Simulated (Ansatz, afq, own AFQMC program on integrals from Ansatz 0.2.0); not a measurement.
**InH2⁺, singlet in def2-TZVP along one coordinate**

```xyz
3

In    0.0000    0.0000    0.0000
H     0.0000    0.0000   -1.6654
H     0.0000    0.0000    1.6654
```

All coordinates are scaled about the centre. Energies in mEh count from this geometry (1.000) at the same level; the start stands on RHF, each point on the determinant named.

Basis def2-TZVP with its core potentials. Noble-gas cores (and the filled d shells of Ga–Kr and In–Xe) are frozen. Integrals, coupled cluster, full CI and functionals: Ansatz 0.2.0; the random walks run on the same integrals in our own AFQMC program. ph-AFQMC/CISD is guided by a CISD state made of CCSD amplitudes; releasing the constraint for a short imaginary time cuts its bias at the price of noise, slowly where states lie close. ± is one standard error of the sampling. No spin–orbit coupling.

Cautions, each for one point or more: cluster runs in doubt by the program's own checks; inner d shell frozen; no spin-orbit coupling; restricted determinant unstable towards unrestricted; strong correlation.

| scale of all distances | det. | T1 | weight | wB97M-V | B3LYP | CCSD(T) |
| --- | --- | --- | --- | --- | --- | --- |
| 0.872 | RHF | 0.007 | 0.96 | 31.5 | 33.9 | 40.1 |
| 1.112 | RHF | 0.016 | 0.94 | 16.2 | 13.0 | 10.1 |
| 1.299 | RHF | 0.034 | 0.87 | 74.4 | 63.5§ | 56.2 |
| 1.507 | RHF | 0.086 | 0.69 | 111.4§ | 97.6§ | 95.9 |

Problem. Estimate the curve of full CI, counted from the same start.

Solution. 
```tsv
scale of all distances	det.	T1	weight	FCI	ph-AFQMC/CISD	released AFQMC	CCSDT(Q)
0.872	RHF	0.007	0.96	40.2	40.2 ± 0.02	40.2 ± 0.01	40.2
1.112	RHF	0.016	0.94	9.9	10.0 ± 0.04	10.0 ± 0.02	10.0
1.299	RHF	0.034	0.87	55.8	56.3 ± 0.06	–	55.8
1.507	RHF	0.086	0.69	97.2	99.0 ± 0.1	–	97.3
```

Weight is that of the determinant in the CISD state; at the start T1 is 0.011 and the weight 0.95. A dash marks a missing value, a released energy that hasn't settled or a functional that sits on another state. § marks a functional whose ⟨S²⟩ is too high by over 0.1. Largest departures from full CI: CCSD(T) -1.3 mEh at 1.507 (on RHF), ph-AFQMC/CISD 1.8 mEh at 1.507 (on RHF), released AFQMC 0.0 mEh at 0.872 (on RHF) (within the noise), CCSDT(Q) 0.0 mEh at 1.507 (on RHF), wB97M-V 18.6 mEh at 1.299, B3LYP -6.3 mEh at 0.872. Functionals count only at points shown to share the start's state and spin.

CCSDT and higher add their correlation energy to the determinant of the CCSD(T) run, since their own runs factorise the integrals more tightly (a shift of under 2 meV). A walk keeps the symmetry of its determinant, which the program's search chose and which needn't be the lowest solution, so a lower state of the same spin and another symmetry isn't excluded. Released energies are given only where the last usable release times agree within the noise; a slower fall can still hide under it.
